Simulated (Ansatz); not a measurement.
Ansatz (a quantum-chemistry and plane-wave program) input (HF/6-31G*):

Ansatz 0.2 input:
```yaml
crystal:
  periodic: [false, false, false]
  atoms:
    - {symbol: S, position_ang: [0.00050579, 0.05583712, 1.17125408]}
    - {symbol: C, position_ang: [-0.00145613, 1.38883353, 0.00410466]}
    - {symbol: C, position_ang: [0.00129174, -1.23204853, -0.00364661]}
    - {symbol: C, position_ang: [-0.00137903, 0.75498847, -1.21684044]}
    - {symbol: C, position_ang: [0.00012669, -0.68771362, -1.23540863]}
    - {symbol: H, position_ang: [0.00251176, -2.27449314, 0.25695487]}
    - {symbol: H, position_ang: [-0.00241307, 1.31403449, -2.14468008]}
    - {symbol: H, position_ang: [0.00030900, -1.27729421, -2.14159408]}
basis:
  gaussian:
    orbitals: 6-31G*
hamiltonian:
  xc: {name: HF}
total_charge: -1
phonons: {temperatures: {t_min: 298.15, t_max: 298.15, t_step: 100}}
```

**Question.** Which harmonic wavenumbers does it give?

**Answer.** 493, 596, 621, 718, 742, 829, 862, 913, 1002, 1083, 1184, 1310, 1452, 1519, 1694, 3251, 3297, 3377 cm⁻¹ (unscaled; negative means imaginary).
